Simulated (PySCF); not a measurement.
B3LYP has the VWN-RPA correlation part, as in Gaussian. 

H2N, SMILES `[NH2]` (charge 0, multiplicity 2)

Level of theory: B3LYP-D3(BJ)/def2-TZVP // PBE-D3(BJ)/def2-SVP run with PySCF.

```
Item                                                           Result
-----------------------------  --------------------------------------
highest occupied spin orbital                                -8.57 eV
dipole moment                                                  1.96 D
total energy                                              -55.9046 Ha
cost                           about 14 core-seconds (a rough figure)
```

Bonded distances (Å): N1–H2 1.047, N1–H3 1.047. Angles (°): H2–N1–H3 100.1.
Charge 0, spin multiplicity 2.
